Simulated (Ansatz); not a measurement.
Ideal-gas functions of C2H5NO, SMILES `NC1CO1` at 400 K and 1 bar, from an Ansatz frequency run at PBE0-D4/def2-TZVP.

Molar mass 59.07 g/mol, point group C1 (symmetry number 1), electronic degeneracy 1, moments of inertia 26.083, 71.706, 80.842 u Å². Harmonic wavenumbers (cm⁻¹, unscaled): 306, 429, 461, 788, 827, 860, 970, 1067, 1126, 1155, 1180, 1278, 1321, 1469, 1550, 1663, 3093, 3153, 3179, 3541, 3628.

Use S(trans) = R[1.5 ln M + 2.5 ln T − 1.1517]; rotational temperatures θ = 24.2544 K / I; S(rot) = R[ln(√π/σ · √(T³/θAθBθC)) + 1.5]; for each mode x = 1.438777 ν̃/T, S = R[x/(eˣ − 1) − ln(1 − e⁻ˣ)] and H = RT x/(eˣ − 1); 1 cm⁻¹ = 0.0119627 kJ/mol; R = 8.31446 J/(mol·K).

Task: By hand: the entropy, in J/(mol·K).

Result: Translation 165.8. Rotation: θ = 0.9299, 0.3382, 0.3 K, giving 101.8. Vibration, mode by mode: 7.92, 5.49, 5.00, 1.97, 1.77, 1.61, 1.17, 0.88, 0.74, 0.68, 0.63, 0.47, 0.42, 0.27, 0.21, 0.15, 0.00, 0.00, 0.00, 0.00, 0.00, in all 29.4. Electronic 0.0. Sum 297.0 J/(mol·K).

Task: By hand: H − E and G − E in kJ/mol, counted from the electronic energy.

Result: Zero-point energy ½ × 33044 × 0.0119627 = 197.6; thermal vibration 7.9; translation, rotation and pV give 4 RT = 13.3. H − E = 218.8 kJ/mol, and G − E = 218.8 − 400 × 297.0/1000 = 100.0 kJ/mol.

Vibration gives 10 % of the entropy. The sum counts one conformer and one mirror image; others add a mixing term.
